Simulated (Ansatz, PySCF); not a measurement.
This Ansatz (a first-principles code) input computes a CCSD(T)/cc-pVDZ energy:

Ansatz 0.2 input:
```yaml
crystal:
  periodic: [false, false, false]
  atoms:
    - {symbol: B, position_ang: [-0.13507983, -0.08356759, -0.00055119]}
    - {symbol: F, position_ang: [-1.20106340, -0.74304188, -0.00490091]}
    - {symbol: F, position_ang: [0.15531140, 1.17784433, -0.42166963]}
    - {symbol: F, position_ang: [1.12079636, -0.38837601, 0.42687676]}
basis:
  gaussian:
    orbitals: cc-pVDZ
total_charge: 1
magnetization: {spin_polarized: true, initial_magnetization: 1}
correlation: {method: ccsd_t, electrons: outside_noble_gas}
```

Task: Write an input for the same energy in PySCF and say what it gives.

Result: 
```python
from pyscf import gto, scf, mp, cc as ccmod

mol = gto.M(
    atom='''
    B    -0.13507983   -0.08356759   -0.00055119
    F    -1.20106340   -0.74304188   -0.00490091
    F     0.15531140    1.17784433   -0.42166963
    F     1.12079636   -0.38837601    0.42687676
    ''',
    basis='cc-pvdz',
    charge=1,
    spin=1,
    verbose=4,
)

mf = scf.UHF(mol)
mf.conv_tol = 1e-10
mf.max_cycle = 100
mf.kernel()
mo, _, stable, _ = mf.stability(return_status=True)
if not stable:
    mf.kernel(mf.make_rdm1(mo, mf.mo_occ))
mp2 = mp.MP2(mf, frozen=4).run()
cc = ccmod.CCSD(mf, frozen=4)
cc.max_cycle = 100
cc.kernel()
et = cc.ccsd_t()
print(f'E(CCSD(T)) = {cc.e_tot + et:.9f}')
```
It gives -323.29548 Eh, and Ansatz -323.29624 Eh, a difference of 0.76 mEh. That is more than fitting and grids explain: the two runs ended on different electronic states or use different definitions.
